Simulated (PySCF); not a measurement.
## Structure from NMR data

An unknown has the formula C₅H₆. Its calculated NMR data are:

$^{1}$H NMR (300 MHz, computed): δ 5.88 (m, 1H), 5.82 (m, 1H), 5.64 (m, 1H), 2.05 (m, 3H).

$^{13}$C{$^{1}$H} NMR (computed): δ 135.1 (CH2), 126.7 (CH), 96.9 (C), 84.0 (C), 5.6 (CH3).

- PBE0-D3(BJ)/def2-SVP geometry
- J couplings at B3LYP/pcJ-1 (without the spin–dipole term)
- σ from GIAO-PBE0/pcSseg-1
- run in PySCF 2.14.0 with density-fitted response routines
- fast rotation and ring inversion assumed for equivalent nuclei, a single conformation, non-relativistic, no solvent model

References, each an isolated molecule treated in the same way: TMS for $^{1}$H and $^{13}$C.

**Question.** Deduce the structure.

**Answer.** 
- Rings plus π bonds: 3 (no ring in the answer).
- 5 carbon signals for 5 carbons: no two carbons are equivalent.
- Carbon types of the structure: 2 × C, 1 × CH, 1 × CH2, 1 × CH3, which accounts for all hydrogens.
- δC 135.1: terminal =CH2 carbon; the olefinic region.
- δC 126.7: alkene CH; as expected for a trigonal carbon in a double bond.
- δC 96.9, 84.0: alkyne carbon; the triple bond shields along its axis, which puts it between sp3 and sp2 carbons.
- δC 5.6: propargylic methyl carbon; aliphatic region, no heteroatom directly attached.
- δH 5.88: hydrogen on an alkene CH; a vinylic proton, deshielded by the sp2 carbon and the C=C anisotropy.
- δH 5.82, 5.64: hydrogen on a terminal =CH2 carbon; attached to an sp2 carbon and in the plane of the double bond.
- δH 2.05: hydrogen on a propargylic methyl carbon.

The compound is `InChI=1S/C5H6/c1-3-5-4-2/h3H,1H2,2H3`.

The data come from this structure; uniqueness wasn't tested.

Multiplet labels drop couplings under 1 Hz and merge nearly equal ones. Unscaled 3J(H,H) at this level run about 10 % above measured values. Shifts are as computed. Against solution values, carbons near 30 ppm lie about +2 ppm off and those near 130 ppm about +5 ppm. Of 1211 compounds with measured shifts, 218 miss one by over three times the rms of a fit or turn the order of signals round; such compounds aren't used in these exercises.
